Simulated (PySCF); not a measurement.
79-35-6, C2Cl2F2, SMILES FC(F)=C(Cl)Cl, point group C2v.

Level: B3LYP/pcSseg-1 in PySCF (density fitting, grid level 2); geometry and Hessian at that level, cubic constants and property derivatives from steps of ±0.6 along each species' dimensionless normal coordinates, second-order vibrational perturbation theory. The parent has the commonest isotopes.

Equilibrium geometry (Å):

```csv
atom,x,y,z
F1,-1.6705,0.5631,-0.4577
C2,-0.6945,-0.1132,0.1130
F3,-1.1528,-1.0257,0.9453
C4,0.5972,0.0993,-0.1230
Cl5,1.8186,-0.8386,0.6721
Cl6,1.1144,1.3230,-1.2361
```

Problem. Give the equilibrium and ground-state rotational constants (MHz) of parent; ¹³C at 4; ³⁷Cl at 5.

Solution. 
```
  species      Ae      Be      Ce      A0      B0      C0  Δ0 (u Å²)  harmonic ZPE (cm⁻¹)
   parent  2536.4  2177.1  1171.5  2527.7  2167.5  1166.2      0.253                 4072
 ¹³C at 4  2536.4  2176.5  1171.4  2527.8  2167.1  1166.1      0.253                 4025
³⁷Cl at 5  2486.7  2150.2  1153.1  2478.1  2140.9  1147.9      0.257                 4065
```

Δ0 = Ic − Ia − Ib from the ground-state constants.

Problem. How is the parent's vibrational correction B0 − Be made up?

Solution. 
```
axis  harmonic  Coriolis  cubic  total (MHz)
   a      2.42    -0.872  -10.3        -8.74
   b      2.13     -0.37  -11.3        -9.54
   c     0.276    -0.118  -5.47        -5.31
```

Problem. And its quartic centrifugal distortion constants from the harmonic force field?

Solution. Asymmetric top, A reduction, IIIr representation: ΔJ = 0.496 kHz, ΔJK = -1.12 kHz, ΔK = 0.652 kHz, δJ = 0.0173 kHz, δK = -0.834 kHz.

A mode lies under 250 cm⁻¹, where this perturbation treatment is rough.
